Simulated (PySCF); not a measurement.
Variants of one PySCF input: MgH

Base input, run as `OMP_NUM_THREADS=1 python input.py` with PySCF 2.14:

```python
from pyscf import gto, dft

mol = gto.M(
    atom='Mg 0 0 0; H 0 0 1.675',
    basis='jorge-tzp-dkh',
    charge=0,
    spin=1,
    verbose=4,
)
mf = dft.ROKS(mol, xc='b3lyp')
mf = mf.sfx2c1e()
mf.kernel()
mf.dip_moment()
print('orbital energies (hartree):', mf.mo_energy[..., max(0, mol.nelec[1]-3):mol.nelec[0]+3].round(4))
```

Base result: E(SCF) = -200.958950 Eh, 8 cycles, μz(SCF) = -1.27 D. The bond length is a typed value, not an optimised one. No search for the lowest solution was made.

Hardware: Intel Xeon Platinum 8259CL @ 2.50GHz, 1 thread, shared host. Wall time 3.3 s, peak memory 0.19 GiB.

Each row names what differs from the base; energies in brackets are changes from the base.

| change | result | wall time (s) |
| --- | --- | --- |
| basis set: jorge-tzp-dkh → crenbl; core potential: off → on; spin-free X2C: on → off | E(SCF) = -63.685561 Eh, 7 cycles, μz(SCF) = -2.90 D | 1.6 |
| smearing width (hartree): none → 0.001 [unsound on purpose] [smearing does not keep the typed spin] | E(SCF) = -200.938601 Eh (+0.5537 eV), 7 cycles, μz(SCF) = -1.20 D | 2.3 |
| PCM solvent, dielectric constant: none → 2.27 | E(SCF) = -200.964656 Eh (-0.1553 eV), 8 cycles, μz(SCF) = -1.69 D | 6.8 |
| spin (2S): 1 → 5 [a high spin state] | E(SCF) = -198.854011 Eh (+57.2783 eV), 15 cycles, μz(SCF) = 1.18 D | 4.5 |
| step after the SCF: none → ccsd(t); SCF type: ROKS → ROHF; functional: b3lyp → none (Hartree–Fock); frozen orbitals: default → 1 | E(SCF) = -200.457050 Eh, 9 cycles, E(CCSD) − E(SCF) = -0.10003 Eh, (T) = -0.00176 Eh, μz(SCF) = -1.35 D | 12 |
| geometry: bond 1.675 → bond 1.474 | E(SCF) = -200.945377 Eh (+0.3693 eV), 7 cycles, μz(SCF) = -0.80 D | 3.1 |
| functional: b3lyp → o3lyp | E(SCF) = -200.925076 Eh, 8 cycles, μz(SCF) = -1.13 D | 3.5 |
| functional: b3lyp → x3lyp | E(SCF) = -200.920922 Eh, 8 cycles, μz(SCF) = -1.26 D | 3.4 |
| electric field along z (a.u.): none → -0.01 | E(SCF) = -200.966420 Eh (-0.2033 eV), 8 cycles, μz(SCF) = -2.51 D | 3.4 |
| step after the SCF: none → stability; SCF type: ROKS → UKS | E(SCF) = -200.959549 Eh (-0.0163 eV), 9 cycles, ⟨S²⟩ = 0.754, μz(SCF) = -1.23 D, internal stable; real -> complex stable | 16 |
| basis set: jorge-tzp-dkh → x2c-svpall | E(SCF) = -200.878298 Eh (+2.1946 eV), 8 cycles, μz(SCF) = -1.20 D | 2.1 |
| geometry: bond 1.675 → bond 1.725 | E(SCF) = -200.959554 Eh (-0.0164 eV), 8 cycles, μz(SCF) = -1.39 D | 3.2 |
| basis set: jorge-tzp-dkh → pcseg-1; spin-free X2C: on → off | E(SCF) = -200.631102 Eh, 7 cycles, μz(SCF) = -1.88 D | 1.8 |
| spin (2S): 1 → 2 [unsound on purpose] | stops with RuntimeError (Electron number 13 and spin 2 are not consistent) | 1.2 |
| step after the SCF: none → eomip; SCF type: ROKS → ROHF; functional: b3lyp → none (Hartree–Fock); frozen orbitals: default → 1; number of roots: default → 3 | E(SCF) = -200.457050 Eh, 9 cycles, E(CCSD) − E(SCF) = -0.10003 Eh, μz(SCF) = -1.35 D, ionisation roots 6.883, 10.116, 10.338 eV | 7.6 |
| charge: 0 → 2 [another spin of the ion may lie lower] | E(SCF) = -200.065199 Eh (+24.3202 eV), 7 cycles | 2.9 |
| level shift (hartree): none → 5 [unsound on purpose] | not converged: SCF after 50 cycles | 11 |
| Cartesian functions: off → on | E(SCF) = -200.959217 Eh (-0.0073 eV), 8 cycles, μz(SCF) = -1.26 D | 3.1 |
| step after the SCF: none → gradient | E(SCF) = -200.958950 Eh (+0.0000 eV), 8 cycles, μz(SCF) = -1.27 D, gradient on the second atom -0.0109 Eh/bohr | 5 |
| level shift (hartree): none → 0.5 | E(SCF) = -200.958950 Eh (+0.0000 eV), 20 cycles, μz(SCF) = -1.27 D | 5.5 |
| length unit: angstrom → bohr [unsound on purpose] | E(SCF) = -200.584172 Eh (+10.1982 eV), 8 cycles, μz(SCF) = 0.28 D | 3 |

Order these changes by how far they move the SCF energy from the base, largest first: (1) PCM solvent, dielectric constant: none → 2.27; (2) electric field along z (a.u.): none → -0.01; (3) geometry: bond 1.675 → bond 1.474; (4) geometry: bond 1.675 → bond 1.725.

(3) +0.3693 eV, (2) -0.2033 eV, (1) -0.1553 eV, (4) -0.0164 eV.
